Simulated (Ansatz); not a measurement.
Two structures of BNH$_{6}$O, singlet, reached by relaxing down either side of one saddle point (PBE0-D4/def2-TZVP). Energies are electronic, without zero-point energy. Ansatz 0.2.0; basis: def2-TZVPP and def2-QZVPP; cores frozen in the correlated methods. Extrapolation: Hartree–Fock as exp(−7.88 √X), correlation as X^−2.97. First:

```xyz
9
angstrom
B -0.4684 0.2815 -0.4656
O 0.5931 0.3320 -1.4291
H -1.3233 -0.5696 -0.6485
H -0.9172 1.3749 -0.1699
H 1.0391 0.4460 1.1508
N 0.2690 -0.1903 0.9681
H 0.5366 -0.3908 -2.0519
H 0.6489 -1.1290 0.8968
H -0.3778 -0.1547 1.7494
```

Second:

```
9
angstrom
B -1.4669 -0.0264 0.4273
O 1.9039 0.0079 -1.1080
H -1.5124 -0.0928 -0.7708
H -2.4657 -0.0238 1.0894
H 1.5936 0.7265 -1.6650
N -0.2323 0.0480 1.0430
H 1.6661 -0.7942 -1.5802
H 0.6360 0.0489 0.5230
H -0.1223 0.1059 2.0411
```

Task: Which bonds change from the first to the second?

Result: BH₃O ([BH2][OH]) + NH₃ → BNH₄ ([BH2][NH2]) + H₂O; bonds formed: O2–H5; dative contacts that become bonds: B1–N6; bonds broken: B1–O2, H5–N6.

Task: Give the saddle point's structure and its height above each. (Judge from chemistry; the value comes from the calculation.)

Result: Computed: 1.095 eV above the first and 0.781 eV above the second (CCSD(T) at an estimated basis limit (MP2 extrapolated from triple and quadruple zeta, plus CCSD(T) − MP2 in triple zeta)).
B1  (-0.638, 0.153, -0.277)
O2  (0.731, 0.520, -1.058)
H3  (-1.162, -0.792, -0.815)
H4  (-1.294, 1.152, -0.160)
H5  (1.035, 0.108, -0.011)
N6  (0.178, -0.233, 0.997)
H7  (0.912, -0.098, -1.771)
H8  (0.134, -1.194, 1.302)
H9  (0.104, 0.382, 1.794)
(Å)

The T1 diagnostic stays at or below 0.012.

Labels in which every atom is bracketed show which atoms are joined, not bond orders.

For scale, one of the runs: CCSD(T)/def2-TZVPP, 177 basis functions (an equivalent command: `ansatz run in.yaml --threads 2`). Time: 13 s of wall clock on 2 CPU threads; the host was shared. Peak host memory: 1.7 GiB.
